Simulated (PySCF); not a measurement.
## Worked example: building the atomization energy of SCO, singlet

Measured: the G2/97 heats of formation, with zero-point and thermal terms from B3LYP taken off, give an electronic atomization energy of 333.5 kcal/mol (Curtiss et al., J. Chem. Phys. 106, 1063 (1997); Staroverov et al., J. Chem. Phys. 119, 12129 (2003)). The calculation below tries to reproduce it.

Geometry (MP2(full)/6-31G*, from the G2/97 set):

```xyz
3

O     0.0000    0.0000   -1.3076
C     0.0000    0.0000   -0.1288
S     0.0000    0.0000    1.4364
```

Atomization energies (atoms less molecule, kcal/mol) from PySCF 2.14.0, frozen cores, restricted molecule, unrestricted atoms (their steps beyond CCSDT from full CI of the atoms), sets cc-pV(D+d)Z, cc-pV(T+d)Z, cc-pV(Q+d)Z:

```csv
level,DZ,TZ,QZ
HF,198.44,203.94,204.69
CCSD(T),304.46,321.41,328.62
CCSDT,304.35,–,–
CCSDT(Q),305.57,–,–
```

Question: Extrapolate Hartree–Fock with exp(−5.46 √X) and the CCSD(T) correlation part with X⁻³ (X = 3, 4), add each higher step from the largest set that has it, and compare with the measured value.

Answer: Hartree–Fock: 204.69 + (204.69 − 203.94) × 0.301 = 204.92.
Correlation: TZ 117.47, QZ 123.93; (64 × 123.93 − 27 × 117.47) / 37 = 128.64.
Full triples (DZ): 304.35 − 304.46 = -0.11.
(Q) (DZ): 305.57 − 304.35 = 1.22.
Sum: 334.7 kcal/mol, 1.2 above the measured 333.5.

The step from CCSD(T) to CCSDT comes from the double-zeta set and often turns more negative in larger ones. The steps beyond CCSD(T) add 1.11 kcal/mol, while going from QZ to the limit adds 4.94. Core correlation, scalar relativity, spin–orbit terms and the relaxation from this MP2 geometry are missing from the sum, and the measured value has its own uncertainty.
